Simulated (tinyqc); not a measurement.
Worked calculation (part 1 of 2): RHF in the sto-3g basis, for HF, spin multiplicity 1. Computed by tinyqc, a small Python program that keeps every step (integrals from PySCF). Settings: charge = 0, multiplicity = 1, basis = sto-3g, energy threshold = 1e-10, iteration cap = 55, orthogonalisation = symmetric, start = Wolfsberg-Helmholz matrix, DIIS depth = 8, method = RHF. Command: `OMP_NUM_THREADS=1 python tinyqc.py 21099 21100 out.jsonl` (the two numbers bound the seeds that draw the settings). One thread of a shared host (Intel(R) Xeon(R) Processor @ 2.60GHz), about 0.07 s of CPU time with the checks. Later iterations appear only in the table of the cycle.

## One-electron integrals

Geometry (angstrom):
```
atom        x        y        z
F     0.00000  0.00000  0.00000
H     0.00000  0.00000  1.14100
```

Basis sto-3g: exponents (1/bohr^2) and contraction coefficients of normalised primitives:
```
element  l (shell)   exponent  coefficient
F            s (1)  166.67913      0.15433
F            s (1)   30.36081      0.53533
F            s (1)    8.21682      0.44463
F            s (2)    6.46480     -0.09997
F            s (2)    1.50228      0.39951
F            s (2)    0.48859      0.70012
F            p (3)    6.46480      0.15592
F            p (3)    1.50228      0.60768
F            p (3)    0.48859      0.39196
H            s (1)    3.42525      0.15433
H            s (1)    0.62391      0.53533
H            s (1)    0.16886      0.44463
```

Overlap, kinetic and nuclear-attraction integrals over the contracted functions; the nuclear repulsion is the sum of Za Zb / Rab.

nuclear repulsion = 4.1740534 hartree

overlap S, order 1F 1s, 1F 2s, 1F 2px, 1F 2py, 1F 2pz, 2H 1s:
$$\begin{pmatrix}
1.00000 & 0.23799 & 0.00000 & 0.00000 & 0.00000 & 0.02894 \\
0.23799 & 1.00000 & 0.00000 & 0.00000 & 0.00000 & 0.31364 \\
0.00000 & 0.00000 & 1.00000 & 0.00000 & 0.00000 & 0.00000 \\
0.00000 & 0.00000 & 0.00000 & 1.00000 & 0.00000 & 0.00000 \\
0.00000 & 0.00000 & 0.00000 & 0.00000 & 1.00000 & 0.26759 \\
0.02894 & 0.31364 & 0.00000 & 0.00000 & 0.26759 & 1.00000
\end{pmatrix}$$

kinetic energy T (hartree), order 1F 1s, 1F 2s, 1F 2px, 1F 2py, 1F 2pz, 2H 1s:
$$\begin{pmatrix}
36.98458 & -0.21286 & 0.00000 & 0.00000 & 0.00000 & -0.00770 \\
-0.21286 & 1.03800 & 0.00000 & 0.00000 & 0.00000 & 0.03874 \\
0.00000 & 0.00000 & 3.24801 & 0.00000 & 0.00000 & 0.00000 \\
0.00000 & 0.00000 & 0.00000 & 3.24801 & 0.00000 & 0.00000 \\
0.00000 & 0.00000 & 0.00000 & 0.00000 & 3.24801 & 0.13000 \\
-0.00770 & 0.03874 & 0.00000 & 0.00000 & 0.13000 & 0.76003
\end{pmatrix}$$

nuclear attraction V (hartree), order 1F 1s, 1F 2s, 1F 2px, 1F 2py, 1F 2pz, 2H 1s:
$$\begin{pmatrix}
-77.47336 & -9.28718 & 0.00000 & 0.00000 & -0.00973 & -1.15763 \\
-9.28718 & -12.00439 & 0.00000 & 0.00000 & -0.12048 & -2.74216 \\
0.00000 & 0.00000 & -11.88955 & 0.00000 & 0.00000 & 0.00000 \\
0.00000 & 0.00000 & 0.00000 & -11.88955 & 0.00000 & 0.00000 \\
-0.00973 & -0.12048 & 0.00000 & 0.00000 & -11.95623 & -2.02868 \\
-1.15763 & -2.74216 & 0.00000 & 0.00000 & -2.02868 & -5.32708
\end{pmatrix}$$

core Hamiltonian H = T + V (hartree), order 1F 1s, 1F 2s, 1F 2px, 1F 2py, 1F 2pz, 2H 1s:
$$\begin{pmatrix}
-40.48879 & -9.50004 & 0.00000 & 0.00000 & -0.00973 & -1.16534 \\
-9.50004 & -10.96640 & 0.00000 & 0.00000 & -0.12048 & -2.70342 \\
0.00000 & 0.00000 & -8.64154 & 0.00000 & 0.00000 & 0.00000 \\
0.00000 & 0.00000 & 0.00000 & -8.64154 & 0.00000 & 0.00000 \\
-0.00973 & -0.12048 & 0.00000 & 0.00000 & -8.70821 & -1.89867 \\
-1.16534 & -2.70342 & 0.00000 & 0.00000 & -1.89867 & -4.56705
\end{pmatrix}$$

## Two-electron integrals

Functions are numbered as in S; the eight-fold symmetry (ij|kl) = (ji|kl) = (kl|ij) leaves the list below.

Two-electron integrals (ij|kl) in chemists' order, unique and non-zero (hartree):
```
(11|11) 5.40350   (21|11) 0.84192   (21|21) 0.15630   (22|11) 1.26803
(22|21) 0.29234   (22|22) 0.92617   (31|31) 0.02800   (32|31) 0.04317
(32|32) 0.20459   (33|11) 1.26450   (33|21) 0.29240   (33|22) 0.92596
(33|33) 0.99751   (41|41) 0.02800   (42|41) 0.04317   (42|42) 0.20459
(43|43) 0.05377   (44|11) 1.26450   (44|21) 0.29240   (44|22) 0.92596
(44|33) 0.88997   (44|44) 0.99751   (51|51) 0.02800   (52|51) 0.04317
(52|52) 0.20459   (53|53) 0.05377   (54|54) 0.05377   (55|11) 1.26450
(55|21) 0.29240   (55|22) 0.92596   (55|33) 0.88997   (55|44) 0.88997
(55|55) 0.99751   (61|11) 0.10367   (61|21) 0.01910   (61|22) 0.03553
(61|33) 0.03548   (61|44) 0.03548   (61|51) 0.00077   (61|52) 0.00146
(61|55) 0.03565   (61|61) 0.00236   (62|11) 0.27774   (62|21) 0.06496
(62|22) 0.23142   (62|33) 0.22795   (62|44) 0.22795   (62|51) 0.00442
(62|52) 0.03536   (62|55) 0.23812   (62|61) 0.00806   (62|62) 0.07278
(63|31) 0.00661   (63|32) 0.03990   (63|53) 0.00733   (63|63) 0.01051
(64|41) 0.00661   (64|42) 0.03990   (64|54) 0.00733   (64|64) 0.01051
(65|11) 0.19536   (65|21) 0.04626   (65|22) 0.17641   (65|33) 0.16901
(65|44) 0.16901   (65|51) 0.00936   (65|52) 0.06529   (65|55) 0.19102
(65|61) 0.00597   (65|62) 0.06815   (65|65) 0.07388   (66|11) 0.45537
(66|21) 0.10823   (66|22) 0.44564   (66|33) 0.43123   (66|44) 0.43123
(66|51) 0.00869   (66|52) 0.09910   (66|55) 0.47401   (66|61) 0.01350
(66|62) 0.18490   (66|65) 0.20164   (66|66) 0.77461
```

## Orthogonalisation

S = U s U^T; symmetric (Loewdin) form X = U s^(-1/2) U^T, so that X^T S X = 1.

eigenvalues of S: [0.55599, 0.84818, 1.00000, 1.00000, 1.12882, 1.46702]

X, order 1F 1s, 1F 2s, 1F 2px, 1F 2py, 1F 2pz, 2H 1s:
$$\begin{pmatrix}
1.02279 & -0.12835 & 0.00000 & 0.00000 & -0.00410 & 0.01660 \\
-0.12835 & 1.06656 & 0.00000 & 0.00000 & 0.03696 & -0.17994 \\
0.00000 & 0.00000 & 1.00000 & 0.00000 & 0.00000 & 0.00000 \\
0.00000 & 0.00000 & 0.00000 & 1.00000 & 0.00000 & 0.00000 \\
-0.00410 & 0.03696 & 0.00000 & 0.00000 & 1.03077 & -0.15041 \\
0.01660 & -0.17994 & 0.00000 & 0.00000 & -0.15041 & 1.07365
\end{pmatrix}$$

## Starting guess

The start is the generalised Wolfsberg-Helmholz matrix (K = 1.75) built on H; D = 2 C_occ C_occ^T.

D at the start, order 1F 1s, 1F 2s, 1F 2px, 1F 2py, 1F 2pz, 2H 1s:
$$\begin{pmatrix}
2.09715 & -0.40801 & 0.00000 & 0.00000 & 0.06534 & -0.13804 \\
-0.40801 & 1.74205 & 0.00000 & 0.00000 & -0.24470 & 0.41486 \\
0.00000 & 0.00000 & 2.00000 & 0.00000 & 0.00000 & 0.00000 \\
0.00000 & 0.00000 & 0.00000 & 2.00000 & 0.00000 & 0.00000 \\
0.06534 & -0.24470 & 0.00000 & 0.00000 & 1.84631 & 0.21559 \\
-0.13804 & 0.41486 & 0.00000 & 0.00000 & 0.21559 & 0.14108
\end{pmatrix}$$

## Iteration 1: building the Fock matrix

J_ij = sum D_kl (ij|kl), K_ij = sum D_kl (ik|jl); F = H + J - 0.5 K; E = tr D H + tr D J / 2 - 0.25 tr D K + E_nn.

Coulomb J (hartree), order 1F 1s, 1F 2s, 1F 2px, 1F 2py, 1F 2pz, 2H 1s:
$$\begin{pmatrix}
20.59686 & 3.94068 & 0.00000 & 0.00000 & -0.00875 & 0.48135 \\
3.94068 & 9.76869 & 0.00000 & 0.00000 & -0.02342 & 2.38094 \\
0.00000 & 0.00000 & 9.75750 & 0.00000 & 0.00000 & 0.00000 \\
0.00000 & 0.00000 & 0.00000 & 9.75750 & 0.00000 & 0.00000 \\
-0.00875 & -0.02342 & 0.00000 & 0.00000 & 9.76489 & 1.79246 \\
0.48135 & 2.38094 & 0.00000 & 0.00000 & 1.79246 & 4.54164
\end{pmatrix}$$

exchange K (hartree), order 1F 1s, 1F 2s, 1F 2px, 1F 2py, 1F 2pz, 2H 1s:
$$\begin{pmatrix}
11.06877 & 1.94927 & 0.00000 & 0.00000 & 0.00561 & 0.24375 \\
1.94927 & 3.09833 & 0.00000 & 0.00000 & -0.09883 & 0.89478 \\
0.00000 & 0.00000 & 2.61766 & 0.00000 & 0.00000 & 0.00000 \\
0.00000 & 0.00000 & 0.00000 & 2.61766 & 0.00000 & 0.00000 \\
0.00561 & -0.09883 & 0.00000 & 0.00000 & 2.58106 & 0.58545 \\
0.24375 & 0.89478 & 0.00000 & 0.00000 & 0.58545 & 0.61693
\end{pmatrix}$$

Fock matrix F (hartree), order 1F 1s, 1F 2s, 1F 2px, 1F 2py, 1F 2pz, 2H 1s:
$$\begin{pmatrix}
-25.42631 & -6.53399 & 0.00000 & 0.00000 & -0.02128 & -0.80586 \\
-6.53399 & -2.74687 & 0.00000 & 0.00000 & -0.09448 & -0.76987 \\
0.00000 & 0.00000 & -0.19287 & 0.00000 & 0.00000 & 0.00000 \\
0.00000 & 0.00000 & 0.00000 & -0.19287 & 0.00000 & 0.00000 \\
-0.02128 & -0.09448 & 0.00000 & 0.00000 & -0.23386 & -0.39894 \\
-0.80586 & -0.76987 & 0.00000 & 0.00000 & -0.39894 & -0.33388
\end{pmatrix}$$

total energy of this density = -98.2283748 hartree

## Iteration 1: diagonalisation and new density

Diagonalise F' = X^T F X, C = X C', fill 5 alpha and 5 beta electrons from the bottom; D = 2 C_occ C_occ^T. Each column has its largest component positive (the first on a tie).

F' = X^T F X (hartree):
$$\begin{pmatrix}
-24.95248 & -3.40235 & 0.00000 & 0.00000 & -0.03729 & -0.05747 \\
-3.40235 & -1.50943 & 0.00000 & 0.00000 & 0.00746 & -0.42377 \\
0.00000 & 0.00000 & -0.19287 & 0.00000 & 0.00000 & 0.00000 \\
0.00000 & 0.00000 & 0.00000 & -0.19287 & 0.00000 & 0.00000 \\
-0.03729 & 0.00746 & 0.00000 & 0.00000 & -0.13398 & -0.37733 \\
-0.05747 & -0.42377 & 0.00000 & 0.00000 & -0.37733 & -0.05449
\end{pmatrix}$$

orbital energies (hartree): MO1 -25.43687, MO2 -1.19098, MO3 -0.38375, MO4 -0.19287, MO5 -0.19287, MO6 0.36122

coefficients C, order 1F 1s, 1F 2s, 1F 2px, 1F 2py, 1F 2pz, 2H 1s:
$$\begin{pmatrix}
0.99458 & -0.24554 & 0.08731 & 0.00000 & 0.00000 & 0.07601 \\
0.02239 & 0.92497 & -0.40249 & 0.00000 & 0.00000 & -0.41195 \\
0.00000 & 0.00000 & 0.00000 & 0.99532 & -0.09667 & 0.00000 \\
0.00000 & 0.00000 & 0.00000 & 0.09667 & 0.99532 & 0.00000 \\
0.00199 & 0.10400 & 0.73100 & 0.00000 & 0.00000 & -0.73574 \\
-0.00418 & 0.21647 & 0.49194 & 0.00000 & 0.00000 & 0.95871
\end{pmatrix}$$

D after iteration 1, order 1F 1s, 1F 2s, 1F 2px, 1F 2py, 1F 2pz, 2H 1s:
$$\begin{pmatrix}
2.11419 & -0.47999 & 0.00000 & 0.00000 & 0.08053 & -0.02870 \\
-0.47999 & 2.03614 & 0.00000 & 0.00000 & -0.39595 & 0.00426 \\
0.00000 & 0.00000 & 2.00000 & 0.00000 & 0.00000 & 0.00000 \\
0.00000 & 0.00000 & 0.00000 & 2.00000 & 0.00000 & 0.00000 \\
0.08053 & -0.39595 & 0.00000 & 0.00000 & 1.09036 & 0.76423 \\
-0.02870 & 0.00426 & 0.00000 & 0.00000 & 0.76423 & 0.57777
\end{pmatrix}$$

Within a degenerate level the vectors are fixed only up to a rotation; this is one choice.

## Iteration 2: building the Fock matrix

As before.

Coulomb J (hartree), order 1F 1s, 1F 2s, 1F 2px, 1F 2py, 1F 2pz, 2H 1s:
$$\begin{pmatrix}
20.19259 & 3.84632 & 0.00000 & 0.00000 & -0.01035 & 0.46978 \\
3.84632 & 9.52653 & 0.00000 & 0.00000 & 0.00220 & 2.35133 \\
0.00000 & 0.00000 & 9.53082 & 0.00000 & 0.00000 & 0.00000 \\
0.00000 & 0.00000 & 0.00000 & 9.53082 & 0.00000 & 0.00000 \\
-0.01035 & 0.00220 & 0.00000 & 0.00000 & 9.49143 & 1.79161 \\
0.46978 & 2.35133 & 0.00000 & 0.00000 & 1.79161 & 4.68746
\end{pmatrix}$$

exchange K (hartree), order 1F 1s, 1F 2s, 1F 2px, 1F 2py, 1F 2pz, 2H 1s:
$$\begin{pmatrix}
11.07334 & 1.91238 & 0.00000 & 0.00000 & 0.00363 & 0.24772 \\
1.91238 & 3.07137 & 0.00000 & 0.00000 & -0.14992 & 0.84762 \\
0.00000 & 0.00000 & 2.61275 & 0.00000 & 0.00000 & 0.00000 \\
0.00000 & 0.00000 & 0.00000 & 2.61275 & 0.00000 & 0.00000 \\
0.00363 & -0.14992 & 0.00000 & 0.00000 & 2.07172 & 0.72741 \\
0.24772 & 0.84762 & 0.00000 & 0.00000 & 0.72741 & 0.97155
\end{pmatrix}$$

Fock matrix F (hartree), order 1F 1s, 1F 2s, 1F 2px, 1F 2py, 1F 2pz, 2H 1s:
$$\begin{pmatrix}
-25.83287 & -6.60991 & 0.00000 & 0.00000 & -0.02189 & -0.81941 \\
-6.60991 & -2.97555 & 0.00000 & 0.00000 & -0.04332 & -0.77590 \\
0.00000 & 0.00000 & -0.41709 & 0.00000 & 0.00000 & 0.00000 \\
0.00000 & 0.00000 & 0.00000 & -0.41709 & 0.00000 & 0.00000 \\
-0.02189 & -0.04332 & 0.00000 & 0.00000 & -0.25264 & -0.47077 \\
-0.81941 & -0.77590 & 0.00000 & 0.00000 & -0.47077 & -0.36537
\end{pmatrix}$$

total energy of this density = -98.5293627 hartree

## Iteration 2: DIIS over 2 matrices

error matrix X^T (FDS - SDF) X:
$$\begin{pmatrix}
0.00000 & -0.00555 & 0.00000 & 0.00000 & -0.02563 & 0.02874 \\
0.00555 & 0.00000 & 0.00000 & 0.00000 & 0.08762 & -0.07884 \\
0.00000 & 0.00000 & 0.00000 & 0.00000 & 0.00000 & 0.00000 \\
0.00000 & 0.00000 & 0.00000 & 0.00000 & 0.00000 & 0.00000 \\
0.02563 & -0.08762 & 0.00000 & 0.00000 & 0.00000 & 0.08950 \\
-0.02874 & 0.07884 & 0.00000 & 0.00000 & -0.08950 & 0.00000
\end{pmatrix}$$

B (overlaps of the stored error matrices):
$$\begin{pmatrix}
9.4362736e-01 & 1.6555524e-01 \\
1.6555524e-01 & 4.6832588e-02
\end{pmatrix}$$

Minimise |sum c_i e_i|^2 with sum c_i = 1: solve [B -1; -1 0][c; lambda] = [0; -1] with B_ij = tr e_i^T e_j, and take F = sum c_i F_i.

DIIS coefficients: [-0.18006, 1.18006]

extrapolated F (hartree), order 1F 1s, 1F 2s, 1F 2px, 1F 2py, 1F 2pz, 2H 1s:
$$\begin{pmatrix}
-25.90607 & -6.62358 & 0.00000 & 0.00000 & -0.02200 & -0.82185 \\
-6.62358 & -3.01673 & 0.00000 & 0.00000 & -0.03410 & -0.77699 \\
0.00000 & 0.00000 & -0.45746 & 0.00000 & 0.00000 & 0.00000 \\
0.00000 & 0.00000 & 0.00000 & -0.45746 & 0.00000 & 0.00000 \\
-0.02200 & -0.03410 & 0.00000 & 0.00000 & -0.25602 & -0.48370 \\
-0.82185 & -0.77699 & 0.00000 & 0.00000 & -0.48370 & -0.37104
\end{pmatrix}$$

## Iteration 2: diagonalisation and new density

As before.

F' = X^T F X (hartree):
$$\begin{pmatrix}
-25.43572 & -3.39952 & 0.00000 & 0.00000 & -0.04519 & -0.07050 \\
-3.39952 & -1.79313 & 0.00000 & 0.00000 & 0.07915 & -0.38920 \\
0.00000 & 0.00000 & -0.45746 & 0.00000 & 0.00000 & 0.00000 \\
0.00000 & 0.00000 & 0.00000 & -0.45746 & 0.00000 & 0.00000 \\
-0.04519 & 0.07915 & 0.00000 & 0.00000 & -0.12776 & -0.47383 \\
-0.07050 & -0.38920 & 0.00000 & 0.00000 & -0.47383 & -0.07333
\end{pmatrix}$$

orbital energies (hartree): MO1 -25.91547, MO2 -1.42065, MO3 -0.53208, MO4 -0.45746, MO5 -0.45746, MO6 0.43825

coefficients C, order 1F 1s, 1F 2s, 1F 2px, 1F 2py, 1F 2pz, 2H 1s:
$$\begin{pmatrix}
0.99492 & -0.25567 & 0.06016 & 0.00000 & 0.00000 & 0.06344 \\
0.02100 & 0.98061 & -0.30943 & 0.00000 & 0.00000 & -0.36054 \\
0.00000 & 0.00000 & 0.00000 & 0.99794 & 0.06411 & 0.00000 \\
0.00000 & 0.00000 & 0.00000 & -0.06411 & 0.99794 & 0.00000 \\
0.00181 & 0.03481 & 0.68514 & 0.00000 & 0.00000 & -0.78477 \\
-0.00371 & 0.12289 & 0.58117 & 0.00000 & 0.00000 & 0.92473
\end{pmatrix}$$

D after iteration 2, order 1F 1s, 1F 2s, 1F 2px, 1F 2py, 1F 2pz, 2H 1s:
$$\begin{pmatrix}
2.11770 & -0.49687 & 0.00000 & 0.00000 & 0.06825 & -0.00029 \\
-0.49687 & 2.11556 & 0.00000 & 0.00000 & -0.35566 & -0.11881 \\
0.00000 & 0.00000 & 2.00000 & 0.00000 & 0.00000 & 0.00000 \\
0.00000 & 0.00000 & 0.00000 & 2.00000 & 0.00000 & 0.00000 \\
0.06825 & -0.35566 & 0.00000 & 0.00000 & 0.94127 & 0.80491 \\
-0.00029 & -0.11881 & 0.00000 & 0.00000 & 0.80491 & 0.70575
\end{pmatrix}$$

Within a degenerate level the vectors are fixed only up to a rotation; this is one choice.

## Iteration 3: building the Fock matrix

As before.

Coulomb J (hartree), order 1F 1s, 1F 2s, 1F 2px, 1F 2py, 1F 2pz, 2H 1s:
$$\begin{pmatrix}
20.10700 & 3.82633 & 0.00000 & 0.00000 & -0.00673 & 0.46747 \\
3.82633 & 9.47306 & 0.00000 & 0.00000 & 0.02700 & 2.34748 \\
0.00000 & 0.00000 & 9.48109 & 0.00000 & 0.00000 & 0.00000 \\
0.00000 & 0.00000 & 0.00000 & 9.48109 & 0.00000 & 0.00000 \\
-0.00673 & 0.02700 & 0.00000 & 0.00000 & 9.43044 & 1.79668 \\
0.46747 & 2.34748 & 0.00000 & 0.00000 & 1.79668 & 4.72869
\end{pmatrix}$$

exchange K (hartree), order 1F 1s, 1F 2s, 1F 2px, 1F 2py, 1F 2pz, 2H 1s:
$$\begin{pmatrix}
11.07366 & 1.90541 & 0.00000 & 0.00000 & 0.00357 & 0.24749 \\
1.90541 & 3.06402 & 0.00000 & 0.00000 & -0.11205 & 0.83256 \\
0.00000 & 0.00000 & 2.61213 & 0.00000 & 0.00000 & 0.00000 \\
0.00000 & 0.00000 & 0.00000 & 2.61213 & 0.00000 & 0.00000 \\
0.00357 & -0.11205 & 0.00000 & 0.00000 & 1.94734 & 0.74125 \\
0.24749 & 0.83256 & 0.00000 & 0.00000 & 0.74125 & 1.04219
\end{pmatrix}$$

Fock matrix F (hartree), order 1F 1s, 1F 2s, 1F 2px, 1F 2py, 1F 2pz, 2H 1s:
$$\begin{pmatrix}
-25.91861 & -6.62642 & 0.00000 & 0.00000 & -0.01825 & -0.82161 \\
-6.62642 & -3.02535 & 0.00000 & 0.00000 & -0.03745 & -0.77222 \\
0.00000 & 0.00000 & -0.46651 & 0.00000 & 0.00000 & 0.00000 \\
0.00000 & 0.00000 & 0.00000 & -0.46651 & 0.00000 & 0.00000 \\
-0.01825 & -0.03745 & 0.00000 & 0.00000 & -0.25145 & -0.47262 \\
-0.82161 & -0.77222 & 0.00000 & 0.00000 & -0.47262 & -0.35946
\end{pmatrix}$$

total energy of this density = -98.5410113 hartree

## Iteration 3: DIIS over 3 matrices

error matrix X^T (FDS - SDF) X:
$$\begin{pmatrix}
0.00000 & -0.00092 & 0.00000 & 0.00000 & -0.00458 & 0.00558 \\
0.00092 & 0.00000 & 0.00000 & 0.00000 & 0.01122 & -0.01552 \\
0.00000 & 0.00000 & 0.00000 & 0.00000 & 0.00000 & 0.00000 \\
0.00000 & 0.00000 & 0.00000 & 0.00000 & 0.00000 & 0.00000 \\
0.00458 & -0.01122 & 0.00000 & 0.00000 & 0.00000 & -0.00932 \\
-0.00558 & 0.01552 & 0.00000 & 0.00000 & 0.00932 & 0.00000
\end{pmatrix}$$

B (overlaps of the stored error matrices):
$$\begin{pmatrix}
9.4362736e-01 & 1.6555524e-01 & 5.0275128e-03 \\
1.6555524e-01 & 4.6832588e-02 & 3.3113541e-03 \\
5.0275128e-03 & 3.3113541e-03 & 1.0131522e-03
\end{pmatrix}$$

As before.

DIIS coefficients: [0.01469, -0.11213, 1.09744]

extrapolated F (hartree), order 1F 1s, 1F 2s, 1F 2px, 1F 2py, 1F 2pz, 2H 1s:
$$\begin{pmatrix}
-25.92100 & -6.62691 & 0.00000 & 0.00000 & -0.01788 & -0.82162 \\
-6.62691 & -3.02684 & 0.00000 & 0.00000 & -0.03763 & -0.77177 \\
0.00000 & 0.00000 & -0.46803 & 0.00000 & 0.00000 & 0.00000 \\
0.00000 & 0.00000 & 0.00000 & -0.46803 & 0.00000 & 0.00000 \\
-0.01788 & -0.03763 & 0.00000 & 0.00000 & -0.25105 & -0.47174 \\
-0.82162 & -0.77177 & 0.00000 & 0.00000 & -0.47174 & -0.35842
\end{pmatrix}$$

## Iteration 3: diagonalisation and new density

As before.

F' = X^T F X (hartree):
$$\begin{pmatrix}
-25.45068 & -3.39952 & 0.00000 & 0.00000 & -0.04016 & -0.07142 \\
-3.39952 & -1.80603 & 0.00000 & 0.00000 & 0.07172 & -0.38225 \\
0.00000 & 0.00000 & -0.46803 & 0.00000 & 0.00000 & 0.00000 \\
0.00000 & 0.00000 & 0.00000 & -0.46803 & 0.00000 & 0.00000 \\
-0.04016 & 0.07172 & 0.00000 & 0.00000 & -0.12629 & -0.46197 \\
-0.07142 & -0.38225 & 0.00000 & 0.00000 & -0.46197 & -0.06507
\end{pmatrix}$$

orbital energies (hartree): MO1 -25.93038, MO2 -1.42856, MO3 -0.51686, MO4 -0.46803, MO5 -0.46803, MO6 0.42773

coefficients C, order 1F 1s, 1F 2s, 1F 2px, 1F 2py, 1F 2pz, 2H 1s:
$$\begin{pmatrix}
0.99492 & -0.25637 & 0.05877 & 0.00000 & 0.00000 & 0.06187 \\
0.02099 & 0.98451 & -0.30326 & 0.00000 & 0.00000 & -0.35511 \\
0.00000 & 0.00000 & 0.00000 & 0.99998 & 0.00700 & 0.00000 \\
0.00000 & 0.00000 & 0.00000 & -0.00700 & 0.99998 & 0.00000 \\
0.00165 & 0.03623 & 0.68754 & 0.00000 & 0.00000 & -0.78260 \\
-0.00369 & 0.11392 & 0.57917 & 0.00000 & 0.00000 & 0.92713
\end{pmatrix}$$

D after iteration 3, order 1F 1s, 1F 2s, 1F 2px, 1F 2py, 1F 2pz, 2H 1s:
$$\begin{pmatrix}
2.11809 & -0.49867 & 0.00000 & 0.00000 & 0.06552 & 0.00231 \\
-0.49867 & 2.12332 & 0.00000 & 0.00000 & -0.34561 & -0.12714 \\
0.00000 & 0.00000 & 2.00000 & 0.00000 & 0.00000 & 0.00000 \\
0.00000 & 0.00000 & 0.00000 & 2.00000 & 0.00000 & 0.00000 \\
0.06552 & -0.34561 & 0.00000 & 0.00000 & 0.94806 & 0.80466 \\
0.00231 & -0.12714 & 0.00000 & 0.00000 & 0.80466 & 0.69687
\end{pmatrix}$$

Within a degenerate level the vectors are fixed only up to a rotation; this is one choice.
